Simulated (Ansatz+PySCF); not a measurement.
**triplet C₂H₄: levels of theory in one basis**

```yaml
atoms:
  - { symbol: C, position_ang: [0.0000, 0.0000, -0.7812] }
  - { symbol: C, position_ang: [0.0000, 0.0000, 0.7812] }
  - { symbol: H, position_ang: [0.0000, -1.0071, -1.4068] }
  - { symbol: H, position_ang: [0.0000, 1.0071, -1.4068] }
  - { symbol: H, position_ang: [-1.0071, 0.0000, 1.4068] }
  - { symbol: H, position_ang: [1.0071, 0.0000, 1.4068] }
```

Basis set: def2-SVP (spherical functions). Frozen core: 2 orbitals. Correlation on ROHF uses semicanonical orbitals with singles. Charge 0, multiplicity 3.

Computed with Ansatz (development build ahead of 0.2.0); each method stands on the lowest determinant of its kind that the runs found.

```csv
method,E − E(ROHF) (eV),<S²> of the determinant
ROHF,0.00,2.00
UHF,-0.19,2.02
ROHF-MP2,-6.67,–
UHF-MP2,-6.65,2.02
ROHF-CCSD,-7.68,–
UHF-CCSD,-7.68,2.02
```

(1) What does ROHF-CCSD(T) give on the same scale?

(2) Is a single determinant a sound starting point here?

Answers

(1) -7.87 eV.

(2) By this sign, yes. Unrestricted orbitals gain 0.19 eV and <S²> is 2.02 against 2.00 for a pure state.

Caution: another spin multiplicity may lie lower.
